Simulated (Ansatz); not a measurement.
For zinc-blende GaAs, LDA in Ansatz (PAW) gives:

| Quantity | Value |
|---|---|
| lattice parameter a | 5.603 Å |
| bulk modulus | 74.3 GPa |
| cohesive energy | 4.04 eV/atom |
| band gap at the measured cell | 0.29 eV |
| elastic constant C11 | 117 GPa |
| elastic constant C44 | 58.6 GPa |
| polycrystal shear modulus | 45.9 GPa |
| formation enthalpy | -0.322 eV/atom |

Problem. What does PBE0 in Ansatz (PAW) give for the same quantities?

Solution. 
- lattice constant a: 5.677 Å (goes up by 1.3 %)
- bulk modulus: 73.5 GPa (decreases by 1.1 %)
- cohesive energy: 3.16 eV/atom (falls by 0.88 eV/atom)
- band gap at the measured cell: 1.97 eV (goes up by 1.68 eV)
- elastic constant C11: 119 GPa (stays essentially unchanged)
- elastic constant C44: 60.4 GPa (grows by 3.1 %)
- Voigt–Reuss–Hill shear modulus: 48.0 GPa (grows by 4.6 %)
- formation enthalpy: -0.462 eV/atom (moves by -0.140 eV/atom)

For comparison: lattice constant a 5.64 Å (measured, static lattice: zero-point anharmonic expansion removed; as tabulated in Mejia-Rodriguez and Trickey (2018), arXiv:1807.09216); bulk modulus 76.7 GPa (measured, 0 K value with the zero-point phonon effect removed; as tabulated in Mejia-Rodriguez and Trickey (2018), arXiv:1807.09216); cohesive energy 3.34 eV/atom (measured, static lattice: zero-point vibration energy added, our sources range from 3.34 to 3.39; as tabulated in Mejia-Rodriguez and Trickey (2018), arXiv:1807.09216); band gap 1.57 eV (measured, zero-point renormalisation of 0.05 eV added back here (the table's ZPR column); inputs from Chen et al. (2018), doi:10.1103/physrevmaterials.2.073803); elastic constant C11 119 GPa (measured, temperature not stated, not corrected to a static lattice; as tabulated in Bastos et al. (2018), arXiv:1801.07526); elastic constant C44 60 GPa (measured, temperature not stated, no zero-point or thermal correction; as tabulated in Råsander and Moram (2015), arXiv:1505.02379); formation enthalpy -0.37 eV/atom (measured, 298 K, not corrected to a static lattice, our sources range from -0.384 to -0.368; as tabulated in Zhang et al. (2018), doi:10.1038/s41524-018-0065-z).

Changes are worked out from the printed values.

Unless a cell is named, each level is at its own relaxed cell (LDA 21.99, PBE0 22.87 Å³/atom).

Spin–orbit coupling is included only where a level's name says +SOC; with heavier elements it mostly lowers gaps and can invert bands. Density-functional gaps are differences of (generalised) Kohn–Sham levels.

Ansatz's density-functional and Hartree–Fock values are scalar-relativistic unless marked +SOC, with PAW data made under PBE.

Ansatz is a first-principles code.
